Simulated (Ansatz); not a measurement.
## Worked example: C2H6S2 → CH3S2 + CH3

Species: C2H6S2 (dimethyl disulfide) `CSSC`, singlet; CH3S2 (methyldithio radical) `CS[S]`, doublet; CH3 (methyl radical) `[CH3]`, doublet. 

Shapes, held fixed at every level: PBE0-D4/def2-TZVP. Flexible molecules stand in one conformer, not always the lowest. Programs: Ansatz 0.2.0. The zero-point and thermal change to 298 K, harmonic and unscaled (PBE0-D4/def2-TZVP), is -16.9 kJ/mol.

At CCSD(T)/CBS estimate; 1 Eh = 2625.50 kJ/mol:

```
species  energy (Eh)
 C2H6S2  -875.269946
  CH3S2  -835.386799
    CH3   -39.782177
```

Q: Work out ΔH(298 K) of the reaction at this level.

A: 
1. Products less reactants: (-835.386799) + (-39.782177) − [(-875.269946)] = 0.100970 Eh = +265.1 kJ/mol.
2. With the thermal change: +265.1 + (-16.9) = +248.2 kJ/mol.

Other levels give +225.1 (B3LYP-D4/def2-TZVPP) to +258.3 kJ/mol (MP2/def2-TZVPP). No measured value is set beside it here. Open shells run unrestricted unless RO is named. The CBS estimate extrapolates MP2 from def2-TZVPP and def2-QZVPP and adds CCSD(T) − MP2 in the triple-zeta set, cores frozen.
